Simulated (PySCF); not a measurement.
## Frontier levels across methods

C₄H₆N₂.
Z-matrix (Å and degrees, PBE0-D3(BJ)/def2-SVP geometry), rows numbered from 1:
```
C 
N   1  1.4393
C   2  1.3727  1  126.70
C   3  1.3755  2  105.47  1   179.09
N   4  1.3653  3  110.45  2    -0.10
C   5  1.3093  4  105.27  3     0.10
H   1  1.1004  2  110.99  3    58.62
H   1  1.1008  2  111.16  3   -62.57
H   1  1.0977  2  109.10  3   177.93
H   3  1.0876  2  122.05  1    -1.08
H   4  1.0896  3  127.69  2   179.91
H   6  1.0912  2  121.56  1     1.02
```

Basis pcSseg-2 throughout (PySCF), one geometry. Isolated species at its PBE0-D3(BJ)/def2-SVP geometry, gas phase.

**Question.** How do the orbital energies, the gap and the dipole change with the method?

**Answer.** 
```
  method           kind  HOMO (eV)  LUMO (eV)  gap (eV)  μ (D)  SCF cycles
   B97-D            GGA      -5.49      -0.43      5.06   4.04          16
     KT3            GGA      -5.53      -0.49      5.04   3.93          16
     KT2            GGA      -5.54      -0.46      5.08   3.98          16
   B3LYP  global hybrid      -6.39       0.10      6.49   4.13          14
    PBE0  global hybrid      -6.59       0.41      6.99   4.14          14
mPW1PW91  global hybrid      -6.60       0.35      6.95   4.13          14
```

The HOMO spans 1.11 eV, from B97-D down to mPW1PW91, and the gap runs from 5.04 eV (KT3) to 6.99 eV (PBE0). Over the methods B97-D (0 %), KT3 (0 %), KT2 (0 %), B3LYP (20 %), PBE0 (25 %), mPW1PW91 (25 %), a straight line through the gap against the share of exact exchange rises by 0.76 eV for each 10 % (correlation coefficient 0.999). The dipole ranges from 3.93 D (KT3) to 4.14 D (PBE0). This basis has no diffuse functions.
